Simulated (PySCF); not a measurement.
**CH₂BeO₂, a complex of two parts: interaction energy**

The task here is to estimate one member of a computed series from the others.

Programs: PySCF 2.14.0. All values are calculated, for the isolated system unless a continuum is named. Atoms count from 0, parts from 1.

## The system as given

6 atoms, charge 0, multiplicity 1; geometry: GFN2-xTB. Parts: 1 = atoms 0–2, `[BeH2]`, charge 0; 2 = atoms 3–5, `O=C=O`, charge 0.

Set-up of the first run:

Job settings and geometry (Å):

```
{"job": {"xc": "PBE0", "basis": "def2-TZVPD", "d3": "d3bj", "grid": 3, "kind": "geom", "shake": 0.01}, "charge": 0, "multiplicity": 1, "parts": [{"atoms": "0-2", "charge": 0, "multiplicity": 1}, {"atoms": "3-5", "charge": 0, "multiplicity": 1}]}
Be    -0.141836    -0.095708    -0.070787
H     -0.608332     0.210839    -1.241982
H      0.264120    -0.351193     1.083550
O      0.312189     1.748773     3.719010
C      1.338414     1.614981     3.306908
O      2.404184     1.513477     2.919113
```

On the command line:

```console
OMP_NUM_THREADS=1 python cluster_run.py task.json out
```

The driver reads the jobs from task.json and runs them one after another.

Steps of the session up to this table: Relaxing the molecule at PBE0-D3(BJ)/def2-TZVPD; Coupled-cluster interaction energy: CCSD(T) and MP2, 2.77 Å; Coupled-cluster interaction energy: CCSD(T) and MP2, 2.91 Å; Coupled-cluster interaction energy: CCSD(T) and MP2, 3.05 Å; Coupled-cluster interaction energy: CCSD(T) and MP2, 2.63 Å; Coupled-cluster interaction energy: CCSD(T) and MP2, 3.46 Å; Coupled-cluster interaction energy: CCSD(T) and MP2, 2.49 Å; Coupled-cluster interaction energy: CCSD(T) and MP2, 4.16 Å; Coupled-cluster interaction energy: CCSD(T) and MP2, 5.54 Å.

One table of the session follows, with a row left open; its other results are not shown here.

It belongs to the step «Coupled-cluster interaction energy: CCSD(T) and MP2, 5.54 Å». 

```
                 method  interaction energy (kcal/mol)
         HF/aug-cc-pVDZ                              ?
        MP2/aug-cc-pVDZ                         -0.081
       CCSD/aug-cc-pVDZ                         -0.081
    CCSD(T)/aug-cc-pVDZ                         -0.083
         HF/aug-cc-pVQZ                         -0.066
        MP2/aug-cc-pVQZ                         -0.078
    SCS-MP2/aug-cc-pVQZ                         -0.073
      MP2, extrapolated                         -0.078
CCSD(T), limit estimate                         -0.080
```

Q: Estimate the row for HF/aug-cc-pVDZ from the others.

**Answer.** interaction energy (kcal/mol): -0.069. In the column «interaction energy (kcal/mol)» it lies between SCS-MP2/aug-cc-pVQZ (-0.073) and HF/aug-cc-pVQZ (-0.066).
